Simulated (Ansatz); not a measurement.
## Ansatz (development build ahead of 0.2.0) run

```yaml
crystal:
  periodic: [false, false, false]
  atoms:
    - { symbol: P, position_ang: [0.0, 0.0, -0.9455] }
    - { symbol: P, position_ang: [0.0, 0.0, 0.9455] }
basis:
  gaussian: { orbitals: cc-pVDZ }
hamiltonian:
  xc: hf
correlation:
  method: mp2
  frozen_orbitals: { P: 5 }
```

The input is written out in the form of the current development build from the run's settings.

Output:

- Converged: yes
- Reference energy: -681.46588 hartree
- Correlation energy: -0.22602 hartree
- Total energy: -681.69191 hartree
- Spin squared of the determinant: 0.000
